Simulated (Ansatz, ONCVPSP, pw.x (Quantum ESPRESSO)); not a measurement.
# pw.x on bcc Ta: one setting changed

Potential: optimised norm-conserving Vanderbilt (ONCV), ONCVPSP 4.0.1.1 (patched build), PBE; core [Kr] 4d10 4f14, reference 5s2 5p6 5d3.5 6s1.5; waves: 5s+6s: rc 1.60 bohr, ncon 4, nbas 9, qcut 7.2 1/bohr, 2 projectors; 5p: rc 1.85 bohr, ncon 4, nbas 7, qcut 6.7 1/bohr, 2 projectors, debl 3.2 Ha; 5d: rc 2.65 bohr, ncon 3, nbas 8, qcut 4.8 1/bohr, 2 projectors, debl 0.3 Ha; local part: polynomial inside 1.20 bohr (lpopt 3, dvloc0 4 Ha); core correction: Teter function, fcfact 5.5, rcfact 1.45.

The reference run (k-mesh 14³, cutoffs 55/220 Ry, Fermi–Dirac 0.01 Ry, mixing_beta 0.4, conv_thr 1e-9, no spin) gives -1.39 GPa at 18.192 Å³/atom, where all-electron LAPW gives 1.22 GPa. This run, with its own iteration cap, changes degauss to 0, a wrong or extreme entry chosen on purpose.

```
&control
  calculation='scf', prefix='x', pseudo_dir='./', outdir='./tmp', tstress=.true., disk_io='none'
/
&system
  ibrav=0, nat=1, ntyp=1, ecutwfc=55, ecutrho=220, nbnd=14,
  occupations='smearing', smearing='fd', degauss=0
/
&electrons
  conv_thr=1e-09, mixing_beta=0.4, electron_maxstep=70
/
ATOMIC_SPECIES
Ta 1.0 Ta.UPF
CELL_PARAMETERS angstrom
  -1.65681297 1.65681297 1.65681297
  1.65681297 -1.65681297 1.65681297
  1.65681297 1.65681297 -1.65681297
ATOMIC_POSITIONS crystal
Ta 0.0000 0.0000 0.0000
K_POINTS automatic
14 14 14 0 0 0
```

```bash
pw.x < Ta.scf.in > Ta.scf.out
```

How does the run end?

It stops with "set_occupations: smearing requires a value for gaussian broadening (degauss)".

```
Error in routine  set_occupations (1):
      smearing requires a value for gaussian broadening (degauss)
```
